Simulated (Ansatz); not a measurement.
A made-up structure of CH3NaS, closed shell:

| atom | x (Å) | y (Å) | z (Å) |
| --- | --- | --- | --- |
| C1 | -0.3299 | 0.2746 | -0.3179 |
| S2 | -0.3196 | -1.2214 | 0.4450 |
| Na3 | 1.7006 | -0.8115 | 1.3326 |
| H4 | -1.2196 | 0.1167 | -0.7068 |
| H5 | 0.4941 | 0.4273 | -1.1479 |
| H6 | -0.3256 | 1.2143 | 0.3951 |

It is relaxed with PBE-D4/def2-SVP and then PBE0-D4/def2-TZVP (Ansatz 0.2.0). Atoms count as bonded within 1.22 times the sum of their covalent radii (H–H: 0.88 Å). The end point is not checked to be a true minimum.

Does its bonding change? (A judgement: the text doesn't fix the answer.)

Computed: Yes. Formed: none; broken: C1–Na3.

Where it ends: The first stage lowers the energy by 1.35 eV in 6 steps. It ends as CH₃NaS ([CH3][S][Na]):
```json
{"atom": "C1", "x (Å)": "-0.4139", "y (Å)": "0.3309", "z (Å)": "-0.3918"}
{"atom": "S2", "x (Å)": "-0.1689", "y (Å)": "-1.2200", "z (Å)": "0.5322"}
{"atom": "Na3", "x (Å)": "2.0391", "y (Å)": "-1.0804", "z (Å)": "1.6493"}
{"atom": "H4", "x (Å)": "-1.3852", "y (Å)": "0.2887", "z (Å)": "-0.8889"}
{"atom": "H5", "x (Å)": "0.3454", "y (Å)": "0.4755", "z (Å)": "-1.1636"}
{"atom": "H6", "x (Å)": "-0.4165", "y (Å)": "1.2053", "z (Å)": "0.2629"}
```

Labels in which every atom is bracketed show which atoms are joined, not bond orders.

For scale, one of the runs: PBE0-D4/def2-TZVP relaxation, 118 basis functions, launched by `ansatz run in.yaml --threads 2 --pin off --events-out ev --progress --plain --max-ram 4352MiB`. Hardware: 2 CPU threads of an AMD EPYC 7B13, shared host. Wall time about 15 s.
